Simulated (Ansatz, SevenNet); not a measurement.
Elastic constant C44 (GPa) of solids drawn from the class of elemental solids other than molecular ones, at two levels: the machine-learned potential SevenNet-l3i5 (trained on PBE and PBE+U data), and r²SCAN in Ansatz (plane waves, PAW).

| solid | SevenNet-l3i5 | r²SCAN | shift (%) |
|---|---|---|---|
| hcp Cd | 1.94 | 16.6 | +756 |
| double-hcp La | 5.43 | 12.3 | +127 |
| hcp Sc | 37.9 | 23.6 | -38 |
| hcp Ti | 24.0 | 51.7 | +115 |
| fcc Sr | 11.2 | 8.93 | -20 |
| fcc Cu | 63.0 | 93.7 | +49 |
| hcp Y | 15.2 | 23.3 | +53 |
| fcc Ir | 162 | 277 | +71 |
| diamond-structure Si | 57.4 | 81.4 | +42 |
| fcc Au | 8.58 | 31.7 | +269 |

The shifts run from -38 % to +756 %, with a median of +62 %.

Of 10 rows, r²SCAN is the larger in 8 and the smaller in 2.

Ansatz's runs of these crystals have no spin polarisation. Meta-GGAs and exact exchange favour moments, which can bear on hcp Sc, hcp Ti, hcp Y.

Spin–orbit coupling is left out, also for the solids with elements from indium on (double-hcp La, fcc Ir, fcc Au); its size isn't shown.

Each level is taken at its own relaxed cell. Ansatz's density-functional and Hartree–Fock values are scalar-relativistic unless marked +SOC, with PAW data made under PBE.

Ansatz is an electronic-structure program.
